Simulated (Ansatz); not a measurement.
`CCNCF` + H₂ → `CCNC` + H–F at 298.15 K and 1 bar (hydrogenolysis of a C–F bond).

Gas-phase electronic energies from Ansatz, PBE0-D4/def2-TZVP geometries. CBS: MP2 limit from def2 TZ/QZ plus the TZ coupled-cluster correction, frozen cores. This one scheme is used for every species. One conformer a species, not always the lowest.

| species | CCSD(T)/CBS energy (Eh) | H − E (kJ/mol) | S (J/(mol·K)) |
| --- | --- | --- | --- |
| `CCNCF` | -273.46050 | 319.8 | 325.3 |
| H₂ | -1.17544 | 35.1 | 130.4 |
| `CCNC` | -174.26710 | 335.0 | 303.0 |
| H–F | -100.39570 | 33.5 | 173.6 |

H − E and S are ideal-gas, rigid-rotor, harmonic terms from PBE0-D4/def2-TZVP, for one conformer and one mirror image of each species. The MP2-based limit puts H₂ 0.8 mEh under its directly extrapolated value; such offsets cancel only in part. 1 Eh = 2625.50 kJ/mol, R = 8.31446 J/(mol·K).

Question: By hand: ΔE, ΔH, ΔS and ΔG.

Answer: ΔE = (-174.26710) + (-100.39570) − (-273.46050) − (-1.17544) = -0.02686 Eh = -70.5 kJ/mol. Δ(H − E) = 335.0 + 33.5 − 319.8 − 35.1 = 13.6, so ΔH = -56.9 kJ/mol. ΔS = 303.0 + 173.6 − 325.3 − 130.4 = 20.9 J/(mol·K). ΔG = -56.9 − 298.15 × (20.9)/1000 = -63.1 kJ/mol.

Question: By hand: the equilibrium constant, and the temperature at which ΔG would vanish if ΔH and ΔS stayed fixed.

Answer: log₁₀ K = −ΔG/(RT ln 10) = 11.1. ΔH and −TΔS have one sign here, so there is no such temperature.

ΔH outweighs TΔS. A doubt of 5 kJ/mol in ΔE shifts log₁₀ K by 0.9 here. Other conformers and mirror images would add mixing entropy, several J/(mol·K) or more a flexible species. Modes under 60 cm⁻¹, often nearly free rotors, make the harmonic entropy too high. These are equilibria of isolated gas molecules and say nothing of rates. Largest T1 diagnostic: 0.010 (customary marks: 0.02 for closed shells, 0.045 for open ones).
